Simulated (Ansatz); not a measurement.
This Ansatz (a first-principles code) input (PBE0/def2-TZVPPD) gives -56.51724 Eh with 88 basis functions. A basis named .json is the Basis Set Exchange file of that set (core-valence sets with the plain set on hydrogen).

Ansatz 0.2 input:
```yaml
crystal:
  periodic: [false, false, false]
  atoms:
    - {symbol: N, position_ang: [0.00224146, -0.00382052, 0.11155442]}
    - {symbol: H, position_ang: [-0.00202883, 0.95117179, -0.22808750]}
    - {symbol: H, position_ang: [0.80949996, -0.46442426, -0.29287493]}
    - {symbol: H, position_ang: [-0.82316134, -0.46000387, -0.25991854]}
basis:
  gaussian:
    orbitals: def2-TZVPPD.json
hamiltonian:
  xc: {name: PBE0}
magnetization: {spin_polarized: false}
```

Change:
```diff
- orbitals: def2-TZVPPD.json
+ orbitals: cc-pVQZ
```

Task: What does the run give now?

Result: -56.51825 Eh (PBE0/cc-pVQZ, 145 functions), a change of -1.01 mEh.
